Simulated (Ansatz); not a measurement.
# Ga–C–GaH⁺, quintet: the ladder up to UCCSDT(Q)

Geometry: that of the Ga–C–GaH, quartet, kept fixed. The triplet lies 1.1 eV lower here.

```xyz
4

Ga    0.0000   -0.3116    2.6806
C     0.0001   -0.4142    0.6623
Ga    0.0000   -0.3728   -1.3382
H     0.0000    1.0986   -2.0048
```

Basis cc-pVDZ; Ansatz 0.2.0. Only valence electrons are correlated (noble-gas cores and the filled d shells of p-block atoms frozen), which leaves 10 electrons in 44 orbitals. R marks a restricted (for open shells ROHF) determinant, U an unrestricted one. No spin–orbit coupling is included, and no scalar relativity.

Full CI isn't at hand for all of this; UCCSDT(Q) serves as the reference, and is uncertain by about the last step of the cluster series. The frozen core follows each run's orbitals, which can shift R against U totals by a few meV for light atoms and by up to 0.1 eV past Ca.

The UHF ⟨S²⟩ is 6.060 and the T1 diagnostic (RCCSD) is 0.0363. The largest doubles amplitude (RCCSD) is 0.040 and the T1 diagnostic (UCCSD) is 0.0332.

```csv
level,E − E(UHF) (eV)
UMP2,-3.8161
UCCSD,-4.8499
UCCSD(T),-5.0157
```

Estimate how far UCCSDT(Q) in cc-pVDZ lies from UCCSD(T). The table doesn't fix it; the size of (T) and the diagnostics are the guide.

UCCSDT(Q) in cc-pVDZ lies 5.6 kJ/mol below UCCSD(T), which is 35 % of the (T) step (-16.0 kJ/mol). T1 is raised, and the rest is a large part of (T). The miss exceeds 1 kcal/mol.

The other levels:

```json
{"level": "UCCSDT", "E − E(UCCSDT(Q)) (kJ/mol)": "1.3", "wall time": "–"}
```

Run but not shown, since their state, orbitals or frozen core can't be matched to the reference's or they repeat it: RHF, RMP2, RCCSD, RCCSD(T), BCCD(T), RCCSDT, RCCSDT(Q).
